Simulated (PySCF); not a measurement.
Gas-phase reaction: AlH3 + C3H7 (n-propyl) ⇌ AlH(CH3)2 + CH3, at 1200 K and a standard pressure of 1 bar. Level: PBE0/def2-QZVP†.

Method: PySCF energies plus ideal-gas RRHO corrections (1 bar). † marks an energy on the PBE0/def2-TZVP geometry and frequencies. Open shells (unrestricted): C3H7 (n-propyl) (multiplicity 2), CH3 (multiplicity 2); the rest are closed-shell singlets. No R ln 2 is added for the mirror-image form of C3H7 (n-propyl). Methyl groups turn as free rotors in AlH(CH3)2. AlH3, AlH(CH3)2: computed as isolated molecules; such fragments, hydroxides, amides, oligomers or adducts are transient or little studied in the gas. The harmonic model lacks anharmonicity and excited electronic states, which grow with temperature; levels with a mode under 35 cm⁻¹ are left out. Internal rotation in C3H7 (n-propyl) is treated as a harmonic vibration of one conformer, which makes the entropy rough.

| species | E (Ha) | H(1200 K) − E (kJ/mol) | S°(1200 K) (J/mol/K) |
|---|---|---|---|
| AlH3 | -244.08711 | 114.1 | 287.8 |
| C3H7 (n-propyl) | -118.36968 | 369.4 | 460.2 |
| AlH(CH3)2 | -322.68506 | 346.5 | 493.5 |
| CH3 | -39.80262 | 135.4 | 263.0 |
E: electronic energy; H − E holds the zero-point and thermal terms. 1 Ha = 2625.5 kJ/mol.

### Question
Work out ΔH°, ΔS°, ΔG° and log10 K from these numbers.

### Answer
1. ΔE = 1×(-322.68506) + 1×(-39.80262) − 1×(-244.08711) − 1×(-118.36968) = -0.03089 Ha = -81.1 kJ.
2. Δ(H − E) = 1×(346.5) + 1×(135.4) − 1×(114.1) − 1×(369.4) = -1.6 kJ, so ΔH° = -82.7 kJ.
3. ΔS° = 1×(493.5) + 1×(263.0) − 1×(287.8) − 1×(460.2) = 8.5 J/K; the number of gas molecules stays the same.
4. ΔG° = ΔH° − TΔS° = -82.7 − 1200×(8.5)/1000 = -92.9 kJ.
5. log10 K = −ΔG°/(RT ln 10) = 4.04, with RT ln 10 = 22.97 kJ/mol; at standard pressures the products are favoured.
6. A shift of 10 kJ in ΔE would move log10 K by 0.44 here.
For scale, ΔH°(298 K) is -79 kJ at this level, -80 kJ at ωB97M-V/def2-TZVP†, and runs from -90 to -53 kJ over the 18 levels computed.
